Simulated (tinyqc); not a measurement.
Inside a calculation. Method: ROHF in the sto-3g basis, for CH3, spin multiplicity 2. One step of it, computed by the program tinyqc.

Task: Iteration 10 (converged): orbitals. Diagonalise F' = X^T F X, C = X C', fill 5 alpha and 4 beta electrons from the bottom; D(s) = C_occ C_occ^T. Each column has its largest component positive (the first on a tie).

converged F (hartree):
```
             1C 1s      1C 2s     1C 2px     1C 2py     1C 2pz      2H 1s      3H 1s      4H 1s
1C 1s   -10.985458  -2.959911   0.000006   0.000000   0.004429  -0.626618  -0.627263  -0.627263
1C 2s    -2.959911  -1.437571   0.000131   0.000000   0.035299  -0.637688  -0.638078  -0.638078
1C 2px    0.000006   0.000131  -0.213355   0.000000  -0.000017  -0.411709   0.205990   0.205990
1C 2py    0.000000   0.000000   0.000000  -0.213424   0.000000   0.000000  -0.356615   0.356615
1C 2pz    0.004429   0.035299  -0.000017   0.000000  -0.003328   0.041589   0.041610   0.041610
2H 1s    -0.626618  -0.637688  -0.411709   0.000000   0.041589  -0.397847  -0.169070  -0.169070
3H 1s    -0.627263  -0.638078   0.205990  -0.356615   0.041610  -0.169070  -0.398181  -0.169276
4H 1s    -0.627263  -0.638078   0.205990   0.356615   0.041610  -0.169070  -0.169276  -0.398181
```

X:
```
            1C 1s      1C 2s     1C 2px     1C 2py     1C 2pz      2H 1s      3H 1s      4H 1s
1C 1s    1.028085  -0.161506   0.000013   0.000000   0.002243   0.024508   0.024518   0.024518
1C 2s   -0.161506   1.343603  -0.000184   0.000000  -0.022287  -0.294537  -0.294825  -0.294825
1C 2px   0.000013  -0.000184   1.157305   0.000000   0.000014  -0.304854   0.152591   0.152591
1C 2py   0.000000   0.000000   0.000000   1.157343   0.000000   0.000000  -0.264165   0.264165
1C 2pz   0.002243  -0.022287   0.000014   0.000000   1.001555   0.020628   0.020653   0.020653
2H 1s    0.024508  -0.294537  -0.304854   0.000000   0.020628   1.211708  -0.025578  -0.025578
3H 1s    0.024518  -0.294825   0.152591  -0.264165   0.020653  -0.025578   1.211992  -0.025580
4H 1s    0.024518  -0.294825   0.152591   0.264165   0.020653  -0.025578  -0.025580   1.211992
```

Give: F' = X^T F X; orbital energies; coefficients C; D(alpha) after iteration 10; D(beta) after iteration 10.

Result:

F' = X^T F X (hartree):
```
          1        2        3        4        5        6        7        8
1  -10.7467  -1.5906   0.0000   0.0000   0.0066  -0.0734  -0.0736  -0.0736
2   -1.5906  -0.4528  -0.0001   0.0000  -0.0073  -0.4042  -0.4045  -0.4045
3    0.0000  -0.0001   0.1183   0.0000   0.0000  -0.4853   0.2428   0.2428
4    0.0000   0.0000   0.0000   0.1183   0.0000   0.0000  -0.4205   0.4205
5    0.0066  -0.0073   0.0000   0.0000   0.0004   0.0395   0.0395   0.0395
6   -0.0734  -0.4042  -0.4853   0.0000   0.0395   0.0402  -0.0457  -0.0457
7   -0.0736  -0.4045   0.2428  -0.4205   0.0395  -0.0457   0.0403  -0.0457
8   -0.0736  -0.4045   0.2428   0.4205   0.0395  -0.0457  -0.0457   0.0403
```

orbital energies (hartree): MO1 -10.9918, MO2 -0.8098, MO3 -0.4927, MO4 -0.4927, MO5 -0.0034, MO6 0.5549, MO7 0.6969, MO8 0.6970

coefficients C:
```
            MO1      MO2      MO3      MO4      MO5      MO6      MO7      MO8
1C 1s    0.9927  -0.2208   0.0000  -0.0001  -0.0307  -0.2229   0.0004   0.0000
1C 2s    0.0319   0.6725   0.0000   0.0003   0.1405   1.2726  -0.0028   0.0000
1C 2px   0.0000  -0.0002   0.0000   0.5394   0.0000   0.0019   1.0899   0.0000
1C 2py   0.0000   0.0000   0.5394   0.0000   0.0000   0.0000   0.0000   1.0900
1C 2pz  -0.0010  -0.0414   0.0000   0.0000   0.9913  -0.1432   0.0003   0.0000
2H 1s   -0.0060   0.2230   0.0000   0.5115  -0.0397  -0.6985  -0.9217   0.0000
3H 1s   -0.0060   0.2232   0.4429  -0.2556  -0.0397  -0.6960   0.4631  -0.7996
4H 1s   -0.0060   0.2232  -0.4429  -0.2556  -0.0397  -0.6960   0.4631   0.7996
```

D(alpha) after iteration 10:
```
          1C 1s    1C 2s   1C 2px   1C 2py   1C 2pz    2H 1s    3H 1s    4H 1s
1C 1s    1.0352  -0.1211   0.0000   0.0000  -0.0223  -0.0540  -0.0540  -0.0540
1C 2s   -0.1211   0.4730   0.0001   0.0000   0.1114   0.1443   0.1443   0.1443
1C 2px   0.0000   0.0001   0.2910   0.0000   0.0000   0.2759  -0.1379  -0.1379
1C 2py   0.0000   0.0000   0.0000   0.2910   0.0000   0.0000   0.2389  -0.2389
1C 2pz  -0.0223   0.1114   0.0000   0.0000   0.9844  -0.0486  -0.0485  -0.0485
2H 1s   -0.0540   0.1443   0.2759   0.0000  -0.0486   0.3130  -0.0794  -0.0794
3H 1s   -0.0540   0.1443  -0.1379   0.2389  -0.0485  -0.0794   0.3129  -0.0794
4H 1s   -0.0540   0.1443  -0.1379  -0.2389  -0.0485  -0.0794  -0.0794   0.3129
```

D(beta) after iteration 10:
```
          1C 1s    1C 2s   1C 2px   1C 2py   1C 2pz    2H 1s    3H 1s    4H 1s
1C 1s    1.0342  -0.1168   0.0000   0.0000   0.0081  -0.0552  -0.0552  -0.0552
1C 2s   -0.1168   0.4533   0.0001   0.0000  -0.0278   0.1499   0.1498   0.1498
1C 2px   0.0000   0.0001   0.2910   0.0000   0.0000   0.2759  -0.1379  -0.1379
1C 2py   0.0000   0.0000   0.0000   0.2910   0.0000   0.0000   0.2389  -0.2389
1C 2pz   0.0081  -0.0278   0.0000   0.0000   0.0017  -0.0092  -0.0092  -0.0092
2H 1s   -0.0552   0.1499   0.2759   0.0000  -0.0092   0.3114  -0.0809  -0.0809
3H 1s   -0.0552   0.1498  -0.1379   0.2389  -0.0092  -0.0809   0.3113  -0.0810
4H 1s   -0.0552   0.1498  -0.1379  -0.2389  -0.0092  -0.0809  -0.0810   0.3113
```
